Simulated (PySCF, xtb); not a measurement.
hydrogen cyanide (CHN), SMILES C#N.

Harmonic wavenumbers (cm⁻¹) from GFN2-xTB (xtb 6.7.1) at its own minimum, in rising order: 776, 776, 2296, 3289.

Q: What does B3LYP-D3(BJ)/def2-TZVPD (PySCF 2.14.0) give at its own minimum? (Estimate from the structure and the level; the computed values follow.)

A: 760, 760, 2203, 3444. Paired by order, the mean absolute difference is 70 cm⁻¹ and the zero-point energies are 10.2 and 10.2 kcal/mol.
